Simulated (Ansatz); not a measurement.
**AlBH₅ (doublet): the correlation ladder at distance Al1–H4 along a hydrogen transfer = 1.790 Å, cc-pVDZ**

Aim: climb from Hartree-Fock through coupled cluster and multireference methods for AlBH₅ (doublet) at one geometry and basis, and see what each rung misses.

Computed with Ansatz 0.2.0, Gaussian basis. Level: cc-pVDZ, core rule «outside noble gas», up to 6 orbitals frozen.

To be run: UHF; CCSD(T) on ROHF; CCSD(T) on UHF; BCCD(T) on ROHF; CISD; CCSDT(Q) on ROHF; CCSDT(Q) on UHF; CASSCF and MRCISD+Q, 3 electrons in 3 orbitals; CASSCF and NEVPT2, 3 electrons in 3 orbitals; CASSCF and NEVPT2, 9 electrons in 9 orbitals.

3 further runs of the same task are left out: 3 that didn't finish.

### 1 The system

The geometry derives from fragments relaxed apart (PBE0/def2-TZVP) and kept rigid, so it is no stationary point. A hydrogen atom is moved between rigid fragments.

7 atoms, charge 0, spin multiplicity 2.

Atoms are counted from 1 here; the program's logs count them from 0.

Bond lengths: Al1–H2 1.586 Å, Al1–H3 1.586 Å, Al1–H4 1.790 Å, H4–B5 1.323 Å, B5–H6 1.191 Å, B5–H7 1.191 Å. Angles: H2–Al1–H3 120.0°, H2–Al1–H4 120.0°, H3–Al1–H4 120.0°, Al1–H4–B5 180.0°, H4–B5–H6 115.3°, H4–B5–H7 115.3°, H6–B5–H7 129.4°.

### 2 UHF

in.yaml reads:

```yaml
crystal:
  periodic: [false, false, false]
  atoms:
    - {symbol: Al, position_ang: [-0.961007, 0.000000, 0.000000]}
    - {symbol: H, position_ang: [-1.753931, 1.373384, 0.000000]}
    - {symbol: H, position_ang: [-1.753931, -1.373384, 0.000000]}
    - {symbol: H, position_ang: [0.828993, 0.000000, 0.000000]}
    - {symbol: B, position_ang: [2.151993, 0.000000, 0.000000]}
    - {symbol: H, position_ang: [2.661066, 0.000000, 1.077008]}
    - {symbol: H, position_ang: [2.661066, 0.000000, -1.077008]}
basis:
  gaussian: {orbitals: cc-pVDZ}
magnetization: {spin_polarized: true, initial_magnetization: 1}
hamiltonian: {xc: hf}
output: {orbitals: {seedname: orbitals}}
```

Launch:

```sh
ansatz run in.yaml --threads 1 --pin off --events-out ev --progress --plain --max-ram 2393MiB
```

After this run come: CCSD(T) on ROHF; CCSD(T) on UHF; BCCD(T) on ROHF; CISD; CCSDT(Q) on ROHF; CCSDT(Q) on UHF; CASSCF and MRCISD+Q, 3 electrons in 3 orbitals; CASSCF and NEVPT2, 3 electrons in 3 orbitals; CASSCF and NEVPT2, 9 electrons in 9 orbitals.

Q: Predict the results of all the runs planned. Wanted: UCCSDT(Q) below the RHF energy; RMP2 from UCCSDT(Q); UMP2 from UCCSDT(Q); RCCSD from UCCSDT(Q); RCCSD(T) from UCCSDT(Q); UCCSD(T) from UCCSDT(Q); RCCSDT(Q) from UCCSDT(Q); NEVPT2 pair from UCCSDT(Q); MRCISD+Q pair from UCCSDT(Q).

As calculated:

| quantity | value |
| --- | --- |
| UCCSDT(Q) below the RHF energy | -5.8561 eV |
| RMP2 from UCCSDT(Q) | +1303.8 meV |
| UMP2 from UCCSDT(Q) | +1306.8 meV |
| RCCSD from UCCSDT(Q) | +143.5 meV |
| RCCSD(T) from UCCSDT(Q) | +31.4 meV |
| UCCSD(T) from UCCSDT(Q) | +31.3 meV |
| RCCSDT(Q) from UCCSDT(Q) | +0.5 meV |
| NEVPT2 pair from UCCSDT(Q) | +1308.0 meV |
| MRCISD+Q pair from UCCSDT(Q) | +25.4 meV |
| NEVPT2 frontier from UCCSDT(Q) | +1313.6 meV |
| levels within 1 kcal/mol (43 meV) | RCCSD(T), UCCSD(T), BCCD(T), RCCSDT, UCCSDT, RCCSDT(Q), MRCISD+Q pair |
| T1 diagnostic | 0.015 |

**Reading.** RCCSD(T) misses by +31.4 meV, 0.5 % of the correlation energy. Of the multireference levels listed MRCISD+Q pair comes nearest in total energy (+25.4 meV), which doesn't show that its space is the better one. These misses are within one basis, not against nature; the frozen cores of restricted and unrestricted runs differ, which can shift their rows.
